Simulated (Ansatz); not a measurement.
Na₃⁻, relaxed as a quintet with UKS PBE0/def2-TZVPD in Ansatz, starting from the PBE0/def2-TZVPD geometry of the charge -1 singlet. Force threshold 0.02 eV/Å.

The highest occupied level of the charge -1 quintet lies above zero (up to 0.45 eV). It is a level of α spin, whose loss leaves a quartet; that state wasn't run at this geometry and level. The electron is either unbound and held by the finite basis, or the level is raised by self-interaction error. In the quintet geometry the species has come apart into loosely held pieces. At PBE0/def2-TZVPD a singlet of charge -1 lies 1.69 eV below the quintet, each at its own geometry. The structure comes from a short search, and lower isomers may exist.

Start:

```xyz
3

Na   -0.0008   -0.0012   -0.0002
Na    1.8188   -0.8512   -2.7864
Na   -1.8180    0.8524    2.7866
```

**Question.** Estimate the energy that the relaxation releases and the steps that it takes.

**Answer.** 0.12 eV, in 9 steps; 2.7 min on 4 threads of Arm Neoverse V1 on a shared host. The force fell under the threshold at step 8, but the optimiser went on and released 0.005 eV more. No frequencies were taken in this run, so the end may be a saddle point.

**Question.** Does the start keep its bonding and symmetry?

**Answer.** Bonds lost: Na1–Na2, Na1–Na3 (atoms count from 1). The end holds 3 separate pieces. Point group D∞h at the start, D∞h at the end, both within 0.05 Å.

**Question.** Predict the relaxed structure.

**Answer.** 
```xyz
3

Na   -0.001   -0.002    0.000
Na    2.433   -1.139   -3.728
Na   -2.432    1.140    3.728
```
Bond lengths (bridged metal pairs left out): .
